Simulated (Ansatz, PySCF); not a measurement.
Gas-phase reaction in SMILES: O=C=S + H+ -> O=C=[SH+]
Geometries: B3LYP-D3(BJ)/def2-TZVP minima from Ansatz (a quantum-chemistry and plane-wave program).

Wanted: proton affinity (0 K, with B3LYP-D3(BJ) harmonic zero-point energies from PySCF), positive where the reaction releases energy, in kcal/mol. Valence correlation only, unless marked. No spin-orbit coupling. Non-relativistic. CBS(X,Y): correlation extrapolated as X^-3; Hartree-Fock from the larger set.

```
level                                        program  proton affinity (kcal/mol)
------------------------------------  --------------  --------------------------
BP86-D3(BJ)/def2-TZVPD                 PySCF + dftd3                       147.4
BP86-D4/def2-TZVPD                     PySCF + dftd4                       146.9
BP86/def2-TZVPD                                PySCF                       146.9
TPSS/def2-TZVPD                                PySCF                  (withheld)
B3LYP/def2-TZVPD                              Ansatz                       147.4
r2SCANh-D4/def2-TZVPD                 Ansatz + dftd4                       145.9
r2SCAN0/def2-TZVPD                            Ansatz                       146.1
PW6B95/def2-TZVPD                              PySCF                       147.6
HSE06/def2-TZVPD                              Ansatz                  (withheld)
wB97X-V/def2-TZVPD                            Ansatz                  (withheld)
B2PLYP-D3(BJ)/def2-TZVPD              Ansatz + dftd3                  (withheld)
SCS-MP2/6-31G*                                Ansatz                       145.4
SCS-MP2/cc-pV(T+d)Z                           Ansatz                       151.3
SCS-MP2/cc-pwCVTZ                             Ansatz                       151.3
SCS-MP2/cc-pV(Q+d)Z                           Ansatz                       150.1
CCSD(T)/CBS(cc-pV(T+d)Z,cc-pV(Q+d)Z)          Ansatz                       148.6
```

### Question
Some entries are withheld; supply them.

### Answer

- TPSS/def2-TZVPD, proton affinity (kcal/mol): 148.8
- HSE06/def2-TZVPD, proton affinity (kcal/mol): 147.2
- wB97X-V/def2-TZVPD, proton affinity (kcal/mol): 149.8
- B2PLYP-D3(BJ)/def2-TZVPD, proton affinity (kcal/mol): 146.6
